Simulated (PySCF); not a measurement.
C4H4N2: core ionisation energies

Compound: C₄H₄N₂.
SMILES with atom numbers: `[N:1]#[C:2][CH2:3][C@H:4]1[CH:5]=[N:6]1`

Theory: PySCF 2.14.0, delta-SCF UKS SCAN, pcX-2 on the ionised atom, pcseg-1 elsewhere, spin-free X2C. Vertical ΔSCF values, vacuum level as zero.

List the computed XPS lines with their assignment.

```csv
atom(s),bonded to,level,binding energy (eV),above the level's lowest (eV),count
N1,C (triple bond),N 1s,405.23,0.00,1
C2,N (triple bond) and C,C 1s,292.49,0.00,1
C3,2 C and 2 H,C 1s,292.63,+0.14,1
C4,"N, 2 C and H",C 1s,292.58,+0.09,1
C5,"N (double bond), C and H",C 1s,292.98,+0.49,1
N6,C (double bond) and C,N 1s,405.97,+0.74,1
```

Lowest listed C 1s: C2, bonded to N (triple bond) and C. Highest, 0.49 eV above it: C5, bonded to N (double bond), C and H. The widest gap between neighbouring values is 0.35 eV, between 292.63 and 292.98 eV. Summing the Pauling electronegativity differences to the bonded atoms, each weighted by its formal bond order, gives +1.47 for the lowest site and +0.63 for the highest; the largest sum, +1.47, belongs to C2, 0.49 eV below the top. The smallest sum, -0.70, belongs to C3, 0.14 eV above the lowest. The values 292.58 and 292.63 eV lie too close for their order to be trusted.

Lowest listed N 1s: N1, bonded to C (triple bond). Highest, 0.74 eV above it: N6, bonded to C (double bond) and C. Summing the Pauling electronegativity differences to the bonded atoms, each weighted by its formal bond order, gives -1.47 for the lowest site and -1.47 for the highest; the sum is the same at every site.

Which photon wavelength matches the C 1s of C2 threshold?

λ = hc/E = 12398.42 eV Å / 292.49 eV = 42.389 Å.

Which effective nuclear charge Zeff reproduces each element's mean 1s value in the hydrogen-like formula E = 13.606 eV × Zeff²?

C (Z = 6): mean 292.7 eV, Zeff = 4.64, Z − Zeff = 1.36; N (Z = 7): mean 405.6 eV, Zeff = 5.46, Z − Zeff = 1.54. Means run over the listed sites, weighted by atom count.

Spin contamination (⟨S²⟩ against 0.75 for a pure doublet) is marked for C 1s of C5 (0.91), which makes this value less certain. Isolated species at its PBE0-D3(BJ)/def2-SVP geometry (one conformer only).

Shape of the structure used: `[N:1]#[C:2][CH2:3][C@H:4]1[CH:5]=[N:6]1`: C2–C3–C4–C5 94°.
